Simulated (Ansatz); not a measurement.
The first iterations of a band of CH₈AlN (11 atoms, charge 0, multiplicity 1).

Method: RKS PBE-D4/6-31G* (Ansatz 0.2.0).

```
movable images  : 8
climbing image  : no
spring          : 5.0 eV/Å²
optimiser       : quadratic models (default)
start path      : through a guess of the saddle point
force threshold : 0.05 eV/Å
iteration limit : 60
end points      : relaxed
```

Initial state:

```xyz
11
Properties=species:S:1:pos:R:3
Al -0.074 -0.238 0.433
C 0.067 0.439 2.300
H -0.834 0.225 2.907
H 0.939 0.029 2.845
H 0.189 1.538 2.310
H 1.277 -0.289 -0.466
H -1.465 0.011 -0.366
N -0.288 -2.299 0.751
H -0.418 -2.791 -0.141
H 0.539 -2.702 1.208
H -1.102 -2.511 1.342
```

Final state:

```xyz
11
Properties=species:S:1:pos:R:3
Al 0.060 -0.793 -0.243
C -0.179 0.230 2.787
H -0.881 0.456 3.605
H 0.854 0.420 3.113
H -0.419 0.885 1.932
H 1.550 -0.218 -0.153
H -1.237 0.062 -0.632
N -0.163 -2.552 0.017
H -1.055 -3.040 -0.051
H 0.587 -3.206 0.236
H -0.287 -0.832 2.510
```

| iteration | highest image above the first end (eV) | largest band force component (eV/Å) |
| --- | --- | --- |
| 1 | 4.660 | 14.164 |
| 2 | 2.704 | 3.327 |
| 3 | 1.751 | 1.551 |
| 4 | 1.656 | 2.085 |
| 5 | 1.503 | 0.749 |

Question: Does the band converge within its limit, and where does its top end?

Answer: The run converged. It ended after 16 iterations with the highest image 1.225 eV above the first end. No image climbed, so the highest image needn't sit at the top of the path. The orbitals stay closed-shell, which can raise the energy where a bond breaks towards radicals; this wasn't checked here.

The run took 4.1 min on 1 thread of Arm Neoverse V2 (shared host), peak memory 0.1 GiB.
